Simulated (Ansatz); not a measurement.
**CH5NSi (SMILES C[SiH]=N): energies and forces away from the minimum**

One table from this session's results is given with a row withheld; the runs are named, their logs left out.

The runs use Ansatz 0.2.0, Gaussian basis; single points with forces in def2-TZVPP.

Levels: PBE-D4, r2SCAN-D4, PBE0-D4, wB97M-V, Hartree-Fock, MP2, CCSD, CCSD(T). Each coordinate is moved by a Gaussian draw of the width named (0.7 of it for atoms other than hydrogen): 0.09, 0.09 Å.

Cores are frozen in the correlated methods.

13 further runs of the same task are left out: 13 set aside as unsound or not needed.

### Starting geometry

The minimum, relaxed at PBE0-D4: SMILES `C[SiH]=N`, 8 atoms, charge 0, spin multiplicity 1.

Atoms are counted from 1 here; the program's logs count them from 0.

Bond lengths: C1–Si2 1.847 Å, C1–H4 1.094 Å, C1–H5 1.094 Å, C1–H6 1.090 Å, Si2–N3 1.594 Å, Si2–H7 1.494 Å, N3–H8 1.011 Å. Angles: Si2–C1–H4 110.6°, Si2–C1–H5 110.6°, Si2–C1–H6 109.8°, H4–C1–H5 107.2°, H4–C1–H6 109.3°, H5–C1–H6 109.3°, C1–Si2–N3 120.2°, C1–Si2–H7 112.2°, N3–Si2–H7 127.6°, Si2–N3–H8 121.1°.

As a file:

```xyz
8

C    -0.7175    0.8392   -0.4472
Si    0.5853   -0.3525    0.0963
N     0.2345   -1.5034    1.1415
H    -0.8584    0.7873   -1.5304
H    -0.4247    1.8652   -0.2074
H    -1.6602    0.6082    0.0498
H     1.9038   -0.0808   -0.5506
H     0.9372   -2.1631    1.4480
```

Energies of the minimum (eV), from earlier single points: PBE-D4 -10479.57257, r2SCAN-D4 -10484.65824, PBE0-D4 -10480.46931, B3LYP-D4 -10487.86101, wB97M-V -10485.00020, CCSD(T) -10469.39775.

The first run:

Contents of ccsdt-tzvpp/in.yaml:

```yaml
crystal:
  periodic: [false, false, false]
  atoms:
    - {symbol: C, position_ang: [-0.630920, 0.870695, -0.459014]}
    - {symbol: Si, position_ang: [0.572253, -0.302156, 0.167829]}
    - {symbol: N, position_ang: [0.201098, -1.475193, 1.151034]}
    - {symbol: H, position_ang: [-0.860638, 0.572742, -1.481903]}
    - {symbol: H, position_ang: [-0.509016, 1.815297, -0.151528]}
    - {symbol: H, position_ang: [-1.531190, 0.612686, -0.025427]}
    - {symbol: H, position_ang: [1.955927, -0.171501, -0.644154]}
    - {symbol: H, position_ang: [0.870210, -2.169858, 1.298080]}
basis:
  gaussian: {orbitals: def2-TZVPP}
correlation: {method: ccsd_t}
output: {forces: true}
```

No record of the launch command was kept for these runs.

Steps of the session up to this table: Structure 1, width 0.09 Å; Structure 2, width 0.09 Å.

One of the session's tables, all rows but one given; the rest of the session is left out.

```
   method  RMS force component (eV/Å)  angle to CCSD(T) forces (°)  dipole (D)
   PBE-D4                       1.974                          4.1        2.38
r2SCAN-D4                           ?                            ?           ?
  PBE0-D4                       1.890                          4.7        2.60
  wB97M-V                       1.852                          4.4        2.67
  CCSD(T)                       1.978                    reference        2.51
```

Estimate the missing values for r2SCAN-D4.

The run gave: RMS force component (eV/Å): 1.914; angle to CCSD(T) forces (°): 3.2; dipole (D): 2.50. In the column «RMS force component (eV/Å)» it lies between PBE0-D4 (1.890) and PBE-D4 (1.974).
